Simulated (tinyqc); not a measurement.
Worked calculation: UHF in the sto-3g basis, for BH, spin multiplicity 3. This run ends on a higher stationary point, not on the lowest solution. One step of it, computed by the program tinyqc.

Problem. Iteration 1: building the Fock matrix. J_ij = sum D_kl (ij|kl) with D = D(alpha) + D(beta), K_ij = sum D_kl (ik|jl) for each spin; F = H + J - K(s); E = tr D H + tr D J / 2 - 0.5 sum_s tr D(s) K(s) + E_nn.

D(alpha) at the start, order 1B 1s, 1B 2s, 1B 2px, 1B 2py, 1B 2pz, 2H 1s:
```
[[1.078516, -0.291636, 0.000000, 0.000000, -0.001701, 0.008825],
 [-0.291636, 1.083155, 0.000000, 0.000000, 0.006846, -0.030338],
 [0.000000, 0.000000, 0.921812, -0.268467, 0.000000, 0.000000],
 [0.000000, 0.000000, -0.268467, 0.078188, 0.000000, 0.000000],
 [-0.001701, 0.006846, 0.000000, 0.000000, 1.009420, -0.045253],
 [0.008825, -0.030338, 0.000000, 0.000000, -0.045253, 0.002862]]
```

D(beta) at the start, order 1B 1s, 1B 2s, 1B 2px, 1B 2py, 1B 2pz, 2H 1s:
```
[[1.072955, -0.269803, 0.000000, 0.000000, -0.073458, 0.011423],
 [-0.269803, 0.997442, 0.000000, 0.000000, 0.288561, -0.040538],
 [0.000000, 0.000000, 0.000000, 0.000000, 0.000000, 0.000000],
 [0.000000, 0.000000, 0.000000, 0.000000, 0.000000, 0.000000],
 [-0.073458, 0.288561, 0.000000, 0.000000, 0.083502, -0.011726],
 [0.011423, -0.040538, 0.000000, 0.000000, -0.011726, 0.001648]]
```

core Hamiltonian H = T + V (hartree), order 1B 1s, 1B 2s, 1B 2px, 1B 2py, 1B 2pz, 2H 1s:
```
[[-12.545599, -3.247797, 0.000000, 0.000000, -0.004737, -0.053573],
 [-3.247797, -3.636950, 0.000000, 0.000000, -0.048414, -0.248274],
 [0.000000, 0.000000, -2.834508, 0.000000, 0.000000, 0.000000],
 [0.000000, 0.000000, 0.000000, -2.834508, 0.000000, 0.000000],
 [-0.004737, -0.048414, 0.000000, 0.000000, -2.857050, -0.307871],
 [-0.053573, -0.248274, 0.000000, 0.000000, -0.307871, -1.589091]]
```

Two-electron integrals (ij|kl) in chemists' order, unique and non-zero (hartree):
```
(11|11) 2.923513   (21|11) 0.518376   (21|21) 0.109262   (22|11) 0.744229
(22|21) 0.193177   (22|22) 0.544804   (31|31) 0.020264   (32|31) 0.029996
(32|32) 0.120346   (33|11) 0.742491   (33|21) 0.193240   (33|22) 0.544682
(33|33) 0.586773   (41|41) 0.020264   (42|41) 0.029996   (42|42) 0.120346
(43|43) 0.031630   (44|11) 0.742491   (44|21) 0.193240   (44|22) 0.544682
(44|33) 0.523513   (44|44) 0.586773   (51|51) 0.020264   (52|51) 0.029996
(52|52) 0.120346   (53|53) 0.031630   (54|54) 0.031630   (55|11) 0.742491
(55|21) 0.193240   (55|22) 0.544682   (55|33) 0.523513   (55|44) 0.523513
(55|55) 0.586773   (61|11) 0.008239   (61|21) 0.001740   (61|22) 0.003115
(61|33) 0.003099   (61|44) 0.003099   (61|51) 0.000151   (61|52) 0.000281
(61|55) 0.003148   (61|61) 0.000029   (62|11) 0.037632   (62|21) 0.010021
(62|22) 0.033595   (62|33) 0.032540   (62|44) 0.032540   (62|51) 0.001087
(62|52) 0.007946   (62|55) 0.035666   (62|61) 0.000174   (62|62) 0.004022
(63|31) 0.000689   (63|32) 0.003803   (63|53) 0.001304   (63|63) 0.000301
(64|41) 0.000689   (64|42) 0.003803   (64|54) 0.001304   (64|64) 0.000301
(65|11) 0.046231   (65|21) 0.012402   (65|22) 0.043146   (65|33) 0.041266
(65|44) 0.041266   (65|51) 0.001701   (65|52) 0.012162   (65|55) 0.046856
(65|61) 0.000220   (65|62) 0.005828   (65|65) 0.008597   (66|11) 0.224499
(66|21) 0.060462   (66|22) 0.224108   (66|33) 0.216873   (66|44) 0.216873
(66|51) 0.004731   (66|52) 0.047796   (66|55) 0.238452   (66|61) 0.001034
(66|62) 0.040433   (66|65) 0.063373   (66|66) 0.774606
```

nuclear repulsion = 1.12256515 hartree

Give: Coulomb J; exchange K(alpha); exchange K(beta); F(alpha); F(beta); total energy of this density.

Solution.

Coulomb J (hartree), order 1B 1s, 1B 2s, 1B 2px, 1B 2py, 1B 2pz, 2H 1s:
```
[[8.801, 1.796, 0.000, 0.000, 0.014, 0.029],
 [1.796, 3.649, 0.000, 0.000, 0.064, 0.215],
 [0.000, 0.000, 3.660, -0.017, 0.000, 0.000],
 [0.000, 0.000, -0.017, 3.606, 0.000, 0.000],
 [0.014, 0.064, 0.000, 0.000, 3.669, 0.273],
 [0.029, 0.215, 0.000, 0.000, 0.273, 1.377]]
```

exchange K(alpha) (hartree), order 1B 1s, 1B 2s, 1B 2px, 1B 2py, 1B 2pz, 2H 1s:
```
[[3.010, 0.580, 0.000, 0.000, 0.000, 0.011],
 [0.580, 0.835, 0.000, 0.000, 0.001, 0.042],
 [0.000, 0.000, 0.710, -0.149, 0.000, 0.000],
 [0.000, 0.000, -0.149, 0.241, 0.000, 0.000],
 [0.000, 0.001, 0.000, 0.000, 0.754, 0.045],
 [0.011, 0.042, 0.000, 0.000, 0.045, 0.007]]
```

exchange K(beta) (hartree), order 1B 1s, 1B 2s, 1B 2px, 1B 2py, 1B 2pz, 2H 1s:
```
[[2.968, 0.521, 0.000, 0.000, 0.008, 0.009],
 [0.521, 0.564, 0.000, 0.000, 0.173, 0.038],
 [0.000, 0.000, 0.128, 0.000, 0.000, 0.000],
 [0.000, 0.000, 0.000, 0.128, 0.000, 0.000],
 [0.008, 0.173, 0.000, 0.000, 0.173, 0.020],
 [0.009, 0.038, 0.000, 0.000, 0.020, 0.005]]
```

F(alpha) (hartree), order 1B 1s, 1B 2s, 1B 2px, 1B 2py, 1B 2pz, 2H 1s:
```
[[-6.754, -2.031, 0.000, 0.000, 0.010, -0.035],
 [-2.031, -0.822, 0.000, 0.000, 0.015, -0.076],
 [0.000, 0.000, 0.115, 0.132, 0.000, 0.000],
 [0.000, 0.000, 0.132, 0.530, 0.000, 0.000],
 [0.010, 0.015, 0.000, 0.000, 0.059, -0.079],
 [-0.035, -0.076, 0.000, 0.000, -0.079, -0.219]]
```

F(beta) (hartree), order 1B 1s, 1B 2s, 1B 2px, 1B 2py, 1B 2pz, 2H 1s:
```
[[-6.712, -1.972, 0.000, 0.000, 0.001, -0.034],
 [-1.972, -0.552, 0.000, 0.000, -0.157, -0.071],
 [0.000, 0.000, 0.697, -0.017, 0.000, 0.000],
 [0.000, 0.000, -0.017, 0.644, 0.000, 0.000],
 [0.001, -0.157, 0.000, 0.000, 0.640, -0.055],
 [-0.034, -0.071, 0.000, 0.000, -0.055, -0.217]]
```

total energy of this density = -24.07706 hartree
